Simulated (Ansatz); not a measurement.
## AlH3, singlet in aug-cc-pVDZ: errors against full CI

Geometry: a point of a stretch scan, not a stationary point.

```xyz
4

Al    0.0024   -0.0040    0.0000
H     1.5882    0.0110   -0.0001
H    -0.8743    1.4816   -0.0030
H    -0.7775   -1.3849    0.0029
```

Basis aug-cc-pVDZ; Ansatz 0.2.0. Only valence electrons are correlated (noble-gas cores frozen), which leaves 6 electrons in 49 orbitals. R marks a restricted (for open shells ROHF) determinant. Active spaces: pair = (2e, 2o) about the gap; valence = (6e, 7o) chosen from the atoms' valence shells.

Full CI is exact within this basis and frozen core; it isn't the basis-set limit.

* UHF ⟨S²⟩: 0.000
* T1 diagnostic (RCCSD): 0.0087
* largest doubles amplitude (RCCSD): 0.027

| level | E − E(full CI) (meV) | share of correlation (%) | wall time |
| --- | --- | --- | --- |
| RHF | 2953 | 0.00 | – |
| RMP2 | 748 | 74.67 | – |
| CISD | 160 | 94.57 | 2.1 s |
| RCCSD | 50 | 98.31 | – |
| RCCSD(T) | 13 | 99.54 | 0.57 s |
| BCCD(T) | 13 | 99.55 | 1.1 s |
| RCCSDT | 1 | 99.96 | – |
| RCCSDT(Q) | 0 | 99.99 | 6.5 s |
| RCCSDTQ | 0 | 100.00 | 15 s (H100) |
| CASSCF (pair space) | 2531 | 14.27 | – |
| NEVPT2 (pair space) | 730 | 75.29 | 1 s |
| MRCISD (pair space) | 116 | 96.06 | – |
| MRCISD+Q (pair space) | -24 | 100.82 | 14 s (H100) |
| CASSCF (valence space) | 1691 | 42.73 | – |
| NEVPT2 (valence space) | 592 | 79.95 | 1.6 s |
| MRCISD (valence space) | 60 | 97.96 | – |
| MRCISD+Q (valence space) | -2 | 100.07 | 3.7 s |
| MRCISD+Q(relaxed) (valence space) | -20 | 100.68 | 3.5 s |

The correlation energy at full CI, counted from RHF, is -2.953 eV. That run took 23 s on 2 threads of AMD EPYC 7R13 with a shared H100 80 GB, shared host over 85,404,472 determinants.

Times hold each run's SCF and search for its determinant on a shared host, so for small cases they say little of a method's own cost; rows without a card ran on 1 thread of AMD EPYC 7R13.

More than 5 meV below full CI, which no variational method can be: MRCISD+Q (pair space), MRCISD+Q(relaxed) (valence space).

The full-CI state has the irrep A1 of C2v, in the program's axes.

Natural occupations of full CI about the gap: 1.957 1.948 1.943 0.035 0.021 0.019 0.014 0.009 0.009 0.008; effectively unpaired electrons, Σ n²(2−n)², 0.04.
